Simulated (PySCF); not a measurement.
**A PySCF run on LiH**

State: ¹Σ⁺ (singlet), closed shell.

An equivalent input (the run itself took its basis sets from the Basis Set Exchange, started from a PBE0 density and held the occupation σ 2α 2β):

```python
from pyscf import gto, dft
mol = gto.M(atom='Li 0 0 0; H 0 0 1.602', basis={'Li': 'pcseg-1', 'H': 'pcseg-1'},
            charge=0, spin=0, verbose=4, symmetry='C2v')
mf = dft.UKS(mol, xc='PBE')
mf.grids.atom_grid = (80, 434)
mf.grids.prune = dft.gen_grid.treutler_prune
mf.irrep_nelec = {'A1': (2, 2)}
mf.conv_tol = 1e-9
mf.max_cycle = 60
mf.diis_space = 10
mf.kernel()
```

The log (some set-up lines and the per-cycle HOMO/LUMO lines removed):

```
******** <class 'pyscf.dft.uks_symm.SymAdaptedUKS'> ********
method = SymAdaptedUKS
damping factor = 0
level_shift factor = 0
DIIS = <class 'pyscf.scf.diis.CDIIS'>
diis_start_cycle = 1
diis_space = 10
diis_damp = 0
SCF conv_tol = 1e-09
SCF conv_tol_grad = None
SCF max_cycles = 60
number electrons alpha = 2  beta = 2
Set gradient conv threshold to 3.16228e-05
init E= -8.0415033278225
cycle= 1 E= -8.04169970993395  delta_E= -0.000196  |g|= 0.005  |ddm|= 0.0565
cycle= 2 E= -8.04169380519672  delta_E= 5.9e-06  |g|= 0.0052  |ddm|= 0.0216
cycle= 3 E= -8.04173575321826  delta_E= -4.19e-05  |g|= 0.00012  |ddm|= 0.0117
cycle= 4 E= -8.0417357729078  delta_E= -1.97e-08  |g|= 1.21e-05  |ddm|= 0.000249
cycle= 5 E= -8.04173577310831  delta_E= -2.01e-10  |g|= 1.29e-06  |ddm|= 2.45e-05
Extra cycle  E= -8.04173577310805  delta_E= 2.58e-13  |g|= 1.3e-06  |ddm|= 6.07e-06
converged SCF energy = -8.04173577310805  <S^2> = -1.7763568e-15  2S+1 = 1
```

Repeating this along the bond gives Re = 1.610 Å and ωe = 1380 cm⁻¹.

A point of this curve took 0.085 CPU seconds beside 0.0036 for the integrals, on Arm Neoverse V2 (shared host).
